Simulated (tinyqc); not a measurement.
Inside a calculation. Method: ROHF in the sto-3g basis, for NH, spin multiplicity 3. This run ends on a higher stationary point, not on the lowest solution. One step of it, computed by the program tinyqc.

Task: Iteration 3: diagonalisation and new density. Diagonalise F' = X^T F X, C = X C', fill 5 alpha and 3 beta electrons from the bottom; D(s) = C_occ C_occ^T. Each column has its largest component positive (the first on a tie).

effective F (hartree), order 1N 1s, 1N 2s, 1N 2px, 1N 2py, 1N 2pz, 2H 1s:
```
[[-14.661881, -3.749192, 0.000000, 0.000000, -0.005857, -0.127315],
 [-3.749192, -1.463736, 0.000000, 0.000000, -0.045935, -0.162323],
 [0.000000, 0.000000, 0.105359, -0.118546, 0.000000, 0.000000],
 [0.000000, 0.000000, -0.118546, 0.251677, 0.000000, 0.000000],
 [-0.005857, -0.045935, 0.000000, 0.000000, 0.286454, -0.073986],
 [-0.127315, -0.162323, 0.000000, 0.000000, -0.073986, -0.195539]]
```

X, order 1N 1s, 1N 2s, 1N 2px, 1N 2py, 1N 2pz, 2H 1s:
```
[[1.021713, -0.122584, 0.000000, 0.000000, -0.000925, 0.007376],
 [-0.122584, 1.027682, 0.000000, 0.000000, 0.006873, -0.064027],
 [0.000000, 0.000000, 1.000000, 0.000000, 0.000000, 0.000000],
 [0.000000, 0.000000, 0.000000, 1.000000, 0.000000, 0.000000],
 [-0.000925, 0.006873, 0.000000, 0.000000, 1.007755, -0.072581],
 [0.007376, -0.064027, 0.000000, 0.000000, -0.072581, 1.013622]]
```

Give: F' = X^T F X; orbital energies; coefficients C; D(alpha) after iteration 3; D(beta) after iteration 3.

Result:

F' = X^T F X (hartree):
```
[[-14.390, -1.966, 0.000, 0.000, -0.005, 0.014],
 [-1.966, -0.804, 0.000, 0.000, -0.035, -0.087],
 [0.000, 0.000, 0.105, -0.119, 0.000, 0.000],
 [0.000, 0.000, -0.119, 0.252, 0.000, 0.000],
 [-0.005, -0.035, 0.000, 0.000, 0.300, -0.081],
 [0.014, -0.087, 0.000, 0.000, -0.081, -0.173]]
```

orbital energies (hartree): [-14.669, -0.549, -0.163, 0.039, 0.314, 0.318]

coefficients C, order 1N 1s, 1N 2s, 1N 2px, 1N 2py, 1N 2pz, 2H 1s:
```
[[0.994, -0.255, 0.072, 0.000, 0.003, 0.000],
 [0.023, 0.987, -0.316, 0.000, -0.007, 0.000],
 [0.000, 0.000, 0.000, 0.873, 0.000, -0.487],
 [0.000, 0.000, 0.000, 0.487, 0.000, 0.873],
 [0.001, 0.052, 0.079, 0.000, 1.006, 0.000],
 [-0.002, 0.177, 0.976, 0.000, -0.232, 0.000]]
```

D(alpha) after iteration 3, order 1N 1s, 1N 2s, 1N 2px, 1N 2py, 1N 2pz, 2H 1s:
```
[[1.059, -0.252, 0.000, 0.000, -0.003, 0.023],
 [-0.252, 1.075, 0.000, 0.000, 0.019, -0.132],
 [0.000, 0.000, 0.763, 0.425, 0.000, 0.000],
 [0.000, 0.000, 0.425, 0.237, 0.000, 0.000],
 [-0.003, 0.019, 0.000, 0.000, 1.021, -0.147],
 [0.023, -0.132, 0.000, 0.000, -0.147, 1.037]]
```

D(beta) after iteration 3, order 1N 1s, 1N 2s, 1N 2px, 1N 2py, 1N 2pz, 2H 1s:
```
[[1.059, -0.252, 0.000, 0.000, -0.007, 0.024],
 [-0.252, 1.075, 0.000, 0.000, 0.026, -0.134],
 [0.000, 0.000, 0.000, 0.000, 0.000, 0.000],
 [0.000, 0.000, 0.000, 0.000, 0.000, 0.000],
 [-0.007, 0.026, 0.000, 0.000, 0.009, 0.086],
 [0.024, -0.134, 0.000, 0.000, 0.086, 0.983]]
```
